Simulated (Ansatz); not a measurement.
Born–Oppenheimer molecular dynamics of BClHS (4 atoms, charge -1, multiplicity 1). It starts from a relaxed structure.

Computed with RKS PBE-D4/def2-mTZVP (Ansatz 0.2.0).

```
ensemble        : NVT, Langevin thermostat
time step       : 2.5 fs
steps asked     : 40
set temperature : 500 K
friction        : 0.05 /fs
seed            : 916562
```

First frame:

```xyz
4
Properties=species:S:1:pos:R:3
S -1.619 -0.676 0.021
B -0.085 0.100 -0.086
Cl 1.506 -0.546 0.734
H 0.198 1.123 -0.669
```

Q: How far do the bonds stretch over the last three quarters of this one trajectory? (Pairs bonded in most of those frames.)

A: 
```tsv
bond	mean (Å)	spread (Å)	shortest	longest
S1–B2	1.718	0.054	1.65	1.85
B2–Cl3	1.916	0.085	1.78	2.03
B2–H4	1.224	0.048	1.13	1.32
```

Mean temperature of the second half: 669 K. The mean temperature of the second half is 34 % above the set value. A step of 2.5 fs is long for free X–H stretches (periods near 10 fs) and can bias their spread and the temperature. A run of 0.1 ps of so small a system gives no equilibrium averages. Limits of this set-up: an anion without diffuse functions, the dipole of an ion depends on the origin.

Time of the run: 53 s on 1 thread of Arm Neoverse N1, on a shared host, peak memory 0.09 GiB.
